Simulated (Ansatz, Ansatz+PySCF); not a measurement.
| atom | x (Å) | y (Å) | z (Å) |
| --- | --- | --- | --- |
| B | 0.0000 | 0.0000 | -0.7869 |
| B | 0.0000 | 0.0000 | 0.7869 |

UHF-MP2 on triplet B₂ was run in several spherical basis sets with Ansatz (development build ahead of 0.2.0). Frozen core: 2 orbitals. Caution for UHF-MP2: the determinant breaks the point group; the unrestricted determinant is a mixture of spin states.

Problem. Rank the basis sets by the total energy that they give, lowest first, with the distance from the lowest.
A. cc-pVDZ
B. 6-31G(d)
C. def2-SVP

Solution. A (0.00 eV), B (0.23 eV), C (1.34 eV).

Totals follow the description of the cores as much as that of the bonds, so this order isn't one of quality for chemistry.
